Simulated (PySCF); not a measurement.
**H₃BrN−, an ion with solvent molecules: interaction energy**

The task here is to estimate one member of a computed series from the others.

Programs: PySCF 2.14.0. All values are calculated, for the isolated system unless a continuum is named. Atoms count from 0, parts from 1.

### Starting point

5 atoms, charge -1, multiplicity 1; geometry: GFN2-xTB. Parts: 1 = atom 0, `[Br-]`, charge -1; 2 = atoms 1–4, `N`, charge 0.

The first run:

The job: settings as JSON, then the geometry in Å.

```
{"job": {"xc": "PBE0", "basis": "def2-TZVPD", "d3": "d3bj", "grid": 3, "kind": "geom", "shake": 0.01}, "charge": -1, "multiplicity": 1, "parts": [{"atoms": "0-0", "charge": -1, "multiplicity": 1}, {"atoms": "1-4", "charge": 0, "multiplicity": 1}]}
Br     0.117309     0.045631     0.233125
N      0.752601    -0.253331    -3.227507
H      0.998327    -1.228546    -3.137493
H      0.832588     0.126207    -2.278226
H     -0.233165    -0.250681    -3.470160
```

Launch:

```console
> OMP_NUM_THREADS=1 python cluster_run.py task.json out
```

The driver reads the jobs from task.json and runs them one after another.

Steps of the session up to this table: Geometry optimisation at PBE0-D3(BJ)/def2-TZVPD; Coupled-cluster interaction energy: CCSD(T) and MP2, 2.57 Å; Coupled-cluster interaction energy: CCSD(T) and MP2, 2.70 Å; Coupled-cluster interaction energy: CCSD(T) and MP2, 2.83 Å; Coupled-cluster interaction energy: CCSD(T) and MP2, 2.44 Å; Coupled-cluster interaction energy: CCSD(T) and MP2, 3.21 Å; Coupled-cluster interaction energy: CCSD(T) and MP2, 2.31 Å; Coupled-cluster interaction energy: CCSD(T) and MP2, 3.85 Å; Coupled-cluster interaction energy: CCSD(T) and MP2, 5.14 Å.

One table of the session follows, with a row left open; its other results are not shown here.

It belongs to the step «Coupled-cluster interaction energy: CCSD(T) and MP2, 5.14 Å». 

```
                 method  interaction energy (kcal/mol)
         HF/aug-cc-pVDZ                          -2.29
        MP2/aug-cc-pVDZ                          -2.26
       CCSD/aug-cc-pVDZ                          -2.24
    CCSD(T)/aug-cc-pVDZ                              ?
         HF/aug-cc-pVQZ                          -2.29
        MP2/aug-cc-pVQZ                          -2.29
    SCS-MP2/aug-cc-pVQZ                          -2.27
      MP2, extrapolated                          -2.30
CCSD(T), limit estimate                          -2.26
```

Q: Estimate the row for CCSD(T)/aug-cc-pVDZ from the others.

**Answer.** interaction energy (kcal/mol): -2.23. In the column «interaction energy (kcal/mol)» it is the highest.
